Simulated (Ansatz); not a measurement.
H2MgO2 (`[OH][Mg][OH]`). The species carries charge 0 and has multiplicity 1. All single points use the PBE0-D4/def2-TZVP geometry. It is one conformer, not always the lowest.

```xyz
5

O    -0.421    1.708   -0.156
Mg    0.002    0.000   -0.002
O     0.431   -1.707    0.148
H    -0.875    2.456   -0.520
H     0.863   -2.458    0.531
```

(1) What is the dipole moment at B3LYP/def2-TZVPP? (An estimate is asked.)

(2) And with PBE, r2SCAN, ωB97M-V? (An estimate is asked.)

(3) Give the Mulliken charges with B3LYP, PBE, ωB97M-V in def2-TZVPP. (Best estimate.)

Answers

(1) Computed: 0.06 D, with components (-0.04, -0.01, 0.04) D in this frame, pointing from negative to positive charge.

(2) The calculation gave: PBE 0.05 D, r2SCAN 0.06 D, ωB97M-V 0.06 D.

(3) The calculation gave: 
```csv
atom,B3LYP,PBE,ωB97M-V
O1,-0.67,-0.63,-0.64
Mg2,0.97,0.90,0.96
O3,-0.67,-0.63,-0.64
H4,0.18,0.18,0.16
H5,0.18,0.18,0.16
```

B3LYP here is the variant with VWN-RPA as its local correlation; programs differ in this.
